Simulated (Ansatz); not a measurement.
hcp Zn, treated with B3LYP (VWN-RPA form) (Ansatz, an electronic-structure program, PAW).

Run with plane-wave cutoff 460 eV, 12×12×6 k mesh (along the axes of the cell as run), Fermi–Dirac smearing 0.05 eV, scalar-relativistic PAW data made under PBE.

Computed at the level's own relaxed cell.

What does this level give for the equilibrium lattice constant a and c axis length?


- equilibrium lattice constant a: 2.648 Å
- c axis length: 5.519 Å

Measured, for comparison: lattice constant a 2.665 Å (293 K, no zero-point or thermal correction, our sources range from 2.660 to 2.665; as tabulated in Wikipedia's data pages); lattice parameter c 4.946 Å (293 K, no zero-point or thermal correction; as tabulated in Wikipedia's data pages). Computed (rounded) less measured: lattice constant a -0.6 % (-0.5 % to -0.6 % over the range), lattice parameter c +11.6 %. A static lattice is as a rule a little smaller and stiffer than an uncorrected measurement, which narrows the difference in the lattice constant a and would widen misses of the other sign.

Static lattice: no zero-point or thermal effects.
